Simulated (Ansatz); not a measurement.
# Molecular dynamics, step by step

N2H6 (SMILES N.N), closed shell, PBE-D4/def2-SVP (Ansatz 0.2.0). Settings (timestep in fs, temperature in K; T counts 18 degrees of freedom):

```yaml
hamiltonian: {xc: pbe, dispersion: d4}
md: {n_steps: 30, timestep: 0.5, temperature: 1500, ensemble: nve, seed: 949, initial_velocities: maxwell_boltzmann}
```

Start (the SMILES describes the start alone):

N1  (0.277, -0.023, -1.742)
H2  (-0.030, -0.894, -2.156)
H3  (-0.021, -0.028, -0.768)
H4  (-0.234, 0.716, -2.210)
N5  (-0.079, 0.038, 1.452)
H6  (-0.317, -0.796, 1.974)
H7  (0.923, 0.166, 1.530)
H8  (-0.519, 0.821, 1.920)
(Å)

```json
{"step": "0", "time (fs)": "0.00", "potential energy less the start (meV)": "0.0", "kinetic energy (meV)": "1163.3", "T (K)": "1500"}
{"step": "2", "time (fs)": "1.00", "potential energy less the start (meV)": "389.6", "kinetic energy (meV)": "785.6", "T (K)": "1013"}
{"step": "4", "time (fs)": "2.00", "potential energy less the start (meV)": "763.0", "kinetic energy (meV)": "425.6", "T (K)": "549"}
{"step": "6", "time (fs)": "3.00", "potential energy less the start (meV)": "483.6", "kinetic energy (meV)": "689.3", "T (K)": "889"}
{"step": "8", "time (fs)": "4.00", "potential energy less the start (meV)": "293.8", "kinetic energy (meV)": "877.8", "T (K)": "1132"}
{"step": "10", "time (fs)": "5.00", "potential energy less the start (meV)": "432.3", "kinetic energy (meV)": "744.3", "T (K)": "960"}
{"step": "12", "time (fs)": "6.00", "potential energy less the start (meV)": "669.0", "kinetic energy (meV)": "509.4", "T (K)": "657"}
{"step": "14", "time (fs)": "7.00", "potential energy less the start (meV)": "862.1", "kinetic energy (meV)": "318.5", "T (K)": "411"}
{"step": "16", "time (fs)": "8.00", "potential energy less the start (meV)": "847.0", "kinetic energy (meV)": "336.6", "T (K)": "434"}
{"step": "18", "time (fs)": "9.00", "potential energy less the start (meV)": "485.7", "kinetic energy (meV)": "691.2", "T (K)": "891"}
{"step": "20", "time (fs)": "10.00", "potential energy less the start (meV)": "151.7", "kinetic energy (meV)": "1015.9", "T (K)": "1310"}
{"step": "22", "time (fs)": "11.00", "potential energy less the start (meV)": "339.2", "kinetic energy (meV)": "831.1", "T (K)": "1072"}
{"step": "24", "time (fs)": "12.00", "potential energy less the start (meV)": "789.8", "kinetic energy (meV)": "397.2", "T (K)": "512"}
{"step": "26", "time (fs)": "13.00", "potential energy less the start (meV)": "654.8", "kinetic energy (meV)": "524.7", "T (K)": "677"}
{"step": "28", "time (fs)": "14.00", "potential energy less the start (meV)": "273.9", "kinetic energy (meV)": "894.8", "T (K)": "1154"}
{"step": "30", "time (fs)": "15.00", "potential energy less the start (meV)": "296.2", "kinetic energy (meV)": "877.7", "T (K)": "1132"}
```

Step 2, positions (Å) and forces (eV/Å):

| atom | x | y | z | Fx | Fy | Fz |
| --- | --- | --- | --- | --- | --- | --- |
| N1 | 0.277 | -0.023 | -1.748 | 1.046 | 1.008 | 2.956 |
| H2 | -0.020 | -0.885 | -2.122 | -0.769 | -1.702 | -0.846 |
| H3 | -0.037 | -0.021 | -0.711 | 0.447 | 0.004 | -1.486 |
| H4 | -0.239 | 0.710 | -2.196 | -0.703 | 0.696 | -0.548 |
| N5 | -0.073 | 0.033 | 1.447 | -1.151 | 4.918 | -2.668 |
| H6 | -0.323 | -0.712 | 1.943 | -1.481 | -4.874 | 2.916 |
| H7 | 0.893 | 0.158 | 1.578 | 2.149 | 0.342 | 0.228 |
| H8 | -0.544 | 0.821 | 1.953 | 0.461 | -0.392 | -0.553 |

Step 22, positions (Å) and forces (eV/Å):

```tsv
atom	x	y	z	Fx	Fy	Fz
N1	0.279	-0.017	-1.745	0.938	1.425	2.027
H2	-0.096	-0.890	-1.990	-0.657	-2.425	-0.533
H3	0.041	0.056	-0.702	0.431	-0.039	-1.041
H4	-0.403	0.581	-2.181	-0.648	1.035	-0.450
N5	-0.047	0.037	1.411	-0.937	2.832	-0.570
H6	-0.427	-0.723	1.886	-1.623	-2.762	0.930
H7	0.782	0.083	1.953	2.309	0.296	0.498
H8	-0.568	0.804	1.928	0.186	-0.363	-0.861
```

Step 24, positions (Å) and forces (eV/Å):

```tsv
atom	x	y	z	Fx	Fy	Fz
N1	0.280	-0.016	-1.747	0.673	1.542	3.021
H2	-0.107	-0.888	-1.984	-0.607	-2.469	-0.382
H3	0.048	0.067	-0.652	0.591	-0.160	-2.321
H4	-0.421	0.562	-2.186	-0.587	1.080	-0.304
N5	-0.045	0.034	1.415	-0.056	6.797	-2.548
H6	-0.408	-0.698	1.822	-3.557	-6.103	2.680
H7	0.760	0.071	1.965	3.010	0.421	0.963
H8	-0.580	0.834	1.910	0.533	-1.108	-1.108
```

Last step (30):

```
8
angstrom
N 0.2831 -0.0099 -1.7424
H -0.1533 -0.9756 -1.9723
H 0.1009 0.0906 -0.6442
H -0.4916 0.5538 -2.2058
N -0.0400 0.0470 1.4184
H -0.5157 -0.8917 1.7430
H 0.8250 0.0532 2.0391
H -0.5859 0.8554 1.8013
```

The run took about 14 s on 2 CPU threads of an Arm Neoverse V2 (shared host).
